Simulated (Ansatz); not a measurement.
# Lattice parameter a of hexagonal-diamond C (model structure) at several levels of theory

No measured value is used here.

| level (code) | value (Å) |
|---|---|
| LDA (Ansatz) | 2.483 |
| PBE (Ansatz) | 2.512 |
| PBEsol (Ansatz) | 2.499 |
| PBE-D3(BJ) (Ansatz) | 2.501 |
| PBE-D4 (Ansatz) | 2.501 |
| rVV10 (Ansatz) | 2.521 |
| r²SCAN (Ansatz) | 2.503 |
| HSE06 (Ansatz) | 2.493 |

K meshes differ between the levels. Ansatz's density-functional and Hartree–Fock values are scalar-relativistic unless marked +SOC, with PAW data made under PBE.

A model structure was made by putting elements into a prototype or built by hand; here it ended with the formula and space group of a phase in our tables.

Ansatz is a first-principles code.
